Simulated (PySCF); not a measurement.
## NH: input and log

State: ³Σ⁻ (triplet), unpaired electrons π ↑↑.

An equivalent input (the run itself took its basis sets from the Basis Set Exchange, started from a PBE0 density and held the occupation σ 3α 3β, πx 1α 0β, πy 1α 0β):

```python
from pyscf import gto, dft
mol = gto.M(atom='H 0 0 0; N 0 0 1.038', basis={'H': 'def2-TZVPPD', 'N': 'def2-TZVPPD'},
            charge=0, spin=2, verbose=4, symmetry='C2v')
mf = dft.UKS(mol, xc='R2SCAN')
mf.grids.atom_grid = (80, 434)
mf.grids.prune = dft.gen_grid.treutler_prune
mf.irrep_nelec = {'A1': (3, 3), 'B1': (1, 0), 'B2': (1, 0)}
mf.conv_tol = 1e-9
mf.max_cycle = 60
mf.diis_space = 10
mf.kernel()
```

The log (some set-up lines and the per-cycle HOMO/LUMO lines removed):

```
******** <class 'pyscf.dft.uks_symm.SymAdaptedUKS'> ********
method = SymAdaptedUKS
damping factor = 0
level_shift factor = 0
DIIS = <class 'pyscf.scf.diis.CDIIS'>
diis_start_cycle = 1
diis_space = 10
diis_damp = 0
SCF conv_tol = 1e-09
SCF conv_tol_grad = None
SCF max_cycles = 60
number electrons alpha = 5  beta = 3
Set gradient conv threshold to 3.16228e-05
init E= -55.214893828854
cycle= 1 E= -55.2152000151894  delta_E= -0.000306  |g|= 0.0034  |ddm|= 0.0753
cycle= 2 E= -55.2152075565348  delta_E= -7.54e-06  |g|= 0.00076  |ddm|= 0.00806
cycle= 3 E= -55.2152079883515  delta_E= -4.32e-07  |g|= 0.000439  |ddm|= 0.00166
cycle= 4 E= -55.2152080841137  delta_E= -9.58e-08  |g|= 0.000149  |ddm|= 0.000471
cycle= 5 E= -55.2152080968791  delta_E= -1.28e-08  |g|= 2.15e-05  |ddm|= 0.000126
cycle= 6 E= -55.2152080974906  delta_E= -6.12e-10  |g|= 5.02e-06  |ddm|= 5.02e-05
Extra cycle  E= -55.215208097514  delta_E= -2.34e-11  |g|= 2.37e-06  |ddm|= 8.23e-06
converged SCF energy = -55.215208097514  <S^2> = 2.0091286  2S+1 = 3.0060796
```

Repeating this along the bond gives Re = 1.041 Å and ωe = 3259 cm⁻¹.

A point of this curve took 0.78 CPU seconds beside 0.054 for the integrals, on AMD EPYC 7R43 64-Core (shared host).

The state was picked by a PBE0 search and need not be the measured ground state.
